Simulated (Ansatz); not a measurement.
# C2H5S: the cost of one run

Method: RKS PBE/def2-SVP, in Ansatz 0.2.0.

**1. Starting point**

Bond lengths: C1–S2 1.612 Å, S2–C3 1.798 Å, C1–H4 1.081 Å, C1–H5 1.081 Å, C3–H6 1.086 Å, C3–H7 1.089 Å, C3–H8 1.090 Å. Angles: C1–S2–C3 104.7°, S2–C1–H4 118.8°, S2–C1–H5 124.1°, H4–C1–H5 117.1°, S2–C3–H6 111.8°, S2–C3–H7 108.1°, S2–C3–H8 108.5°, H6–C3–H7 110.3°, H6–C3–H8 110.1°, H7–C3–H8 107.9°.

As a file:

```xyz
8

C    -0.8615    0.8328   -0.9180
S     0.1130   -0.4494   -0.9974
C     0.6971   -0.6818    0.6866
H    -1.3513    1.1711   -1.8208
H    -1.0650    1.3846   -0.0112
H     0.5451    0.2059    1.2927
H     1.7551   -0.9342    0.6450
H     0.1674   -1.5290    1.1231
```

**2. Preparing the start**

The input, input.yaml:

```yaml
crystal:
  periodic: [false, false, false]
  atoms:
    - { symbol: C, position_ang: [-0.86148, 0.83283, -0.91797] }
    - { symbol: S, position_ang: [0.11305, -0.44935, -0.99739] }
    - { symbol: C, position_ang: [0.69707, -0.68183, 0.68663] }
    - { symbol: H, position_ang: [-1.35131, 1.17112, -1.82077] }
    - { symbol: H, position_ang: [-1.06495, 1.38458, -0.01124] }
    - { symbol: H, position_ang: [0.54508, 0.20588, 1.29273] }
    - { symbol: H, position_ang: [1.75514, -0.93419, 0.64495] }
    - { symbol: H, position_ang: [0.1674, -1.52904, 1.12305] }
total_charge: 1
basis:
  gaussian: { orbitals: def2-SVP }
hamiltonian:
  xc: pbe
relax:
  f_tol: 0.02
  max_steps: 40
scf:
  lower_state_search: "off"
output:
  orbitals: {}
```

On the command line:

```bash
ansatz run input.yaml --threads 1 --pin off --max-ram 2048MiB --backend cpu --events-out ev --progress --plain --runs-dir out
```

**Question.** How long does this run take on 1 thread of Arm Neoverse V1, shared host, and how much memory does it need?

About 13 s, with a peak of 0.098 GiB.
